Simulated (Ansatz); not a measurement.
Reaction (formal exchange of groups at a C–C bond): `C#CC(C)N` + `C=C` → `C#CC(N)C=C` + CH₄

Gas-phase electronic energies from Ansatz, PBE0-D4/def2-TZVP geometries. CCSD(T)/CBS adds triple-zeta CCSD(T) − MP2 to the extrapolated MP2 energy (def2 sets, frozen cores). This one scheme is used for every species. One conformer a species, not always the lowest.

`C#CC(C)N`:

Cartesian coordinates in Å:
```
C 0.677 -1.907 -1.250
C 0.369 -0.837 -0.798
C 0.026 0.466 -0.219
C -1.294 0.396 0.537
N 1.063 1.005 0.656
H 0.948 -2.854 -1.653
H -0.092 1.175 -1.046
H -1.544 1.385 0.922
H -1.213 -0.298 1.377
H -2.096 0.046 -0.113
H 1.943 1.057 0.157
H 1.212 0.367 1.431
```

`C=C`:

```xyz
6

C     0.208   -0.368    0.509
C    -0.208    0.368   -0.509
H     0.077   -1.445    0.523
H     0.696    0.074    1.370
H    -0.077    1.445   -0.523
H    -0.696   -0.074   -1.370
```

`C#CC(N)C=C`:

Cartesian coordinates in Å:
```
C 0.748 1.921 -1.721
C 0.590 0.970 -1.005
C 0.392 -0.194 -0.145
N 1.534 -0.336 0.755
C -0.859 -0.034 0.675
C -1.889 -0.861 0.609
H 0.885 2.766 -2.352
H 0.249 -1.063 -0.808
H 1.465 -1.216 1.252
H 2.400 -0.335 0.230
H -0.853 0.811 1.357
H -2.770 -0.721 1.224
H -1.892 -1.708 -0.071
```

CH₄:

Cartesian coordinates in Å:
```
C 0.000 0.000 0.000
H -0.979 -0.471 -0.080
H -0.106 0.980 0.465
H 0.431 0.115 -0.994
H 0.654 -0.623 0.609
```

| species | MP2/def2-QZVPP energy (Eh) |
| --- | --- |
| `C#CC(C)N` | -210.93811 |
| `C=C` | -78.42544 |
| `C#CC(N)C=C` | -248.94197 |
| CH₄ | -40.42633 |

Work out ΔE.

ΔE = (-248.94197) + (-40.42633) − (-210.93811) − (-78.42544) = -0.00475 Eh = -12.5 kJ/mol. CCSD(T)/CBS gives -8.5 kJ/mol.

Largest T1 diagnostic among the species: 0.011.

The D4 term adds −3.1 kJ/mol with B3LYP and −1.9 kJ/mol with PBE0; it sums over pairs of atoms, weighted by their polarisabilities, and B3LYP, whose exchange is more repulsive, gets the larger term. In def2-TZVPP, CCSD(T) changes the Hartree–Fock value by −4.8 kJ/mol (the triples alone add −1.2 kJ/mol) and MP2 by −8.9 kJ/mol.

B3LYP here is the variant with VWN-RPA as its local correlation; programs differ in this.
